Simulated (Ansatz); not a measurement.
**AlMgH3 (singlet): wave-function methods side by side at distance Mg2–H5 = 2.141 Å, 6-31G**

An exercise on one series of results from a longer session: the logs are not shown, and one member is left open.

Method: 6-31G, core rule «outside noble gas», up to 10 orbitals frozen; program: Ansatz 0.2.0, Gaussian basis.

The runs, in order: UHF; CCSD(T) on RHF; BCCD(T) on RHF; CISD; CCSDT(Q) on RHF; CCSDTQ on RHF; CASSCF and MRCISD+Q, 2 electrons in 2 orbitals; CASSCF and NEVPT2, 2 electrons in 2 orbitals; CASSCF and MRCISD+Q, 8 electrons in 11 orbitals; CASSCF and NEVPT2, 8 electrons in 11 orbitals; Full CI.

28 further runs of the same task are left out: 1 for a known fault of the program, 17 that didn't finish, 10 set aside as unsound or not needed. Runs told in other sessions of the task aren't counted.

## The system

The geometry derives from a PBE0/def2-TZVP stationary point (not a proven minimum). One bond is set to the value named and the two fragments are kept rigid.

5 atoms, charge 0, spin multiplicity 1.

Atoms are counted from 1 here; the program's logs count them from 0.

Bond lengths: Al1–H3 1.602 Å, Al1–H4 1.602 Å, Mg2–H5 2.141 Å. Angles: H3–Al1–H4 113.1°.

Set-up of the first run:

Contents of in.yaml:

```yaml
crystal:
  periodic: [false, false, false]
  atoms:
    - {symbol: Al, position_ang: [0.000000, 0.000000, 1.284473]}
    - {symbol: Mg, position_ang: [0.000000, 0.000000, -1.456489]}
    - {symbol: H, position_ang: [0.000000, 1.336907, 2.167262]}
    - {symbol: H, position_ang: [0.000000, -1.336907, 2.167262]}
    - {symbol: H, position_ang: [0.000000, 0.000000, -3.597489]}
basis:
  gaussian: {orbitals: 6-31G}
magnetization: {spin_polarized: true, initial_magnetization: 0}
hamiltonian: {xc: hf}
output: {orbitals: {seedname: orbitals}}
```

On the command line:

```
$ ansatz run in.yaml --threads 1 --pin off --events-out ev --progress --plain --max-ram 2393MiB
```

Among the steps run: UHF; CCSD(T) on RHF; BCCD(T) on RHF; CISD; CCSDT(Q) on RHF; CCSDTQ on RHF; CASSCF and MRCISD+Q, 2 electrons in 2 orbitals; CASSCF and NEVPT2, 2 electrons in 2 orbitals; CASSCF and MRCISD+Q, 8 electrons in 11 orbitals; CASSCF and NEVPT2, 8 electrons in 11 orbitals; Full CI.

One table of the session follows, with a row left open; its other results are not shown here.

```
          method  from FCI (kJ/mol)
             RHF             +227.8
            RMP2              +75.8
            CISD              +18.0
           RCCSD               +5.6
        RCCSD(T)               +2.0
         BCCD(T)               +2.0
          RCCSDT               +0.3
       RCCSDT(Q)               +0.1
         RCCSDTQ                0.0
     CASSCF pair                  ?
     NEVPT2 pair              +57.5
  CASSCF valence              +41.9
  NEVPT2 valence              +13.8
  MRCISD valence               +1.4
MRCISD+Q valence               +0.9
             FCI                  0
```

**Question.** Estimate the row for CASSCF pair.

**Answer.** from FCI (kJ/mol): +173.9. In the column «from FCI (kJ/mol)» it lies between RMP2 (+75.8) and RHF (+227.8).

Not comparable, so not listed: CASSCF and MRCISD+Q, 2 electrons in 2 orbitals (they don't share determinant, frozen orbitals or solution with the rows shown, or repeat one).

To keep in mind: Warnings in the runs' records: passed over end.
